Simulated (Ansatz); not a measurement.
Steps of a relaxation of C2H5NO2, SMILES `N=C(O)CO` with RKS PBE-D4/def2-SVP.

```sh
$ ansatz run in.yaml --threads 4 --pin off --events-out ev --progress --plain --max-ram 10444MiB
```

```yaml
crystal:
  periodic: [false, false, false]
  atoms:
    - {symbol: N, position_ang: [-0.539000, -0.038600, 1.693900]}
    - {symbol: C, position_ang: [0.030100, 0.123600, 0.564600]}
    - {symbol: O, position_ang: [1.102700, 0.885900, 0.541300]}
    - {symbol: C, position_ang: [-0.237100, -0.507300, -0.759400]}
    - {symbol: O, position_ang: [0.071800, 0.286100, -1.872200]}
    - {symbol: H, position_ang: [-1.409000, -0.582400, 1.561800]}
    - {symbol: H, position_ang: [1.263900, 1.237700, 1.461600]}
    - {symbol: H, position_ang: [-1.350700, -0.674300, -0.816700]}
    - {symbol: H, position_ang: [0.213100, -1.460500, -0.783700]}
    - {symbol: H, position_ang: [0.937300, 0.678600, -1.588200]}
basis:
  gaussian: {orbitals: def2-SVP}
hamiltonian: {xc: pbe, dispersion: d4}
relax: {f_tol: 0.03, max_steps: 200}
```

Positions (Å) and forces (eV/Å) along the path, 6 of 6 steps:

```xyz
10
step=1 energy=-7724.5076 eV
N    -0.539   -0.039    1.694   -1.058   -0.374    0.170
C     0.030    0.124    0.565   -0.384   -0.256    1.094
O     1.103    0.886    0.541    2.090    1.368   -0.135
C    -0.237   -0.507   -0.759   -2.814    1.466   -0.575
O     0.072    0.286   -1.872    1.234    0.475    0.350
H    -1.409   -0.582    1.562    0.118   -0.099    0.214
H     1.264    1.238    1.462   -0.332   -0.358   -0.644
H    -1.351   -0.674   -0.817    0.431   -0.192    0.149
H     0.213   -1.460   -0.784    1.123   -2.078   -0.018
H     0.937    0.679   -1.588   -0.410    0.047   -0.605
10
step=2 energy=-7724.7041 eV
N    -0.576   -0.017    1.702   -0.217   -0.341   -0.272
C     0.026    0.126    0.578   -0.476   -0.065    0.846
O     1.126    0.890    0.526    0.749    0.527   -0.139
C    -0.274   -0.496   -0.762   -0.676    0.448   -0.418
O     0.107    0.305   -1.861    0.272   -0.003    0.295
H    -1.394   -0.644    1.588    0.129    0.207    0.078
H     1.270    1.258    1.429   -0.128   -0.158   -0.176
H    -1.375   -0.673   -0.826    0.203    0.014   -0.003
H     0.202   -1.486   -0.779    0.328   -0.629   -0.015
H     0.972    0.687   -1.590   -0.183    0.001   -0.194
10
step=3 energy=-7724.7311 eV
N    -0.576   -0.032    1.712   -0.106   -0.016   -0.279
C     0.022    0.127    0.589   -0.176   -0.109    0.324
O     1.138    0.893    0.521    0.130    0.007   -0.095
C    -0.278   -0.499   -0.764    0.097    0.115   -0.168
O     0.103    0.309   -1.855   -0.053   -0.081    0.106
H    -1.428   -0.608    1.587    0.185    0.060    0.062
H     1.286    1.243    1.424   -0.034   -0.003    0.047
H    -1.367   -0.695   -0.832   -0.023   -0.001   -0.016
H     0.228   -1.502   -0.781   -0.007    0.025    0.038
H     0.955    0.714   -1.597   -0.014    0.003   -0.020
10
step=4 energy=-7724.7341 eV
N    -0.585   -0.021    1.708   -0.014   -0.045   -0.125
C     0.019    0.128    0.591   -0.046   -0.036    0.092
O     1.144    0.886    0.522   -0.004   -0.004   -0.041
C    -0.278   -0.496   -0.765    0.081   -0.010   -0.053
O     0.102    0.307   -1.857   -0.035   -0.022    0.047
H    -1.420   -0.618    1.592    0.058    0.070    0.032
H     1.286    1.240    1.426   -0.009    0.003    0.036
H    -1.367   -0.693   -0.837   -0.023   -0.008    0.004
H     0.230   -1.500   -0.775   -0.023    0.044    0.011
H     0.952    0.716   -1.603    0.015    0.008   -0.003
10
step=5 energy=-7724.7349 eV
N    -0.586   -0.016    1.705   -0.019   -0.020   -0.028
C     0.019    0.126    0.589   -0.029   -0.018    0.069
O     1.147    0.882    0.523   -0.005   -0.023   -0.035
C    -0.275   -0.499   -0.768    0.044    0.005    0.002
O     0.096    0.311   -1.854   -0.014   -0.002   -0.016
H    -1.427   -0.605    1.601    0.045    0.037   -0.012
H     1.285    1.231    1.429   -0.006    0.008    0.017
H    -1.363   -0.705   -0.838   -0.014   -0.005    0.004
H     0.240   -1.498   -0.779   -0.006    0.017   -0.001
H     0.947    0.721   -1.605    0.005    0.002    0.001
10
step=6 energy=-7724.7351 eV
N    -0.587   -0.015    1.705   -0.005    0.003    0.017
C     0.020    0.123    0.590    0.005    0.014   -0.012
O     1.149    0.877    0.524    0.004   -0.012    0.004
C    -0.273   -0.499   -0.767   -0.004   -0.013    0.007
O     0.093    0.313   -1.855   -0.005    0.004    0.000
H    -1.430   -0.598    1.600    0.000   -0.001   -0.010
H     1.284    1.229    1.430    0.001    0.004   -0.001
H    -1.361   -0.709   -0.836    0.001   -0.003   -0.002
H     0.244   -1.496   -0.780    0.002    0.005   -0.005
H     0.944    0.723   -1.608    0.000   -0.001    0.002
```

It took 6.5 s on 4 threads of an Arm Neoverse V1 on a shared host, with 0.13 GiB of host memory at the peak.
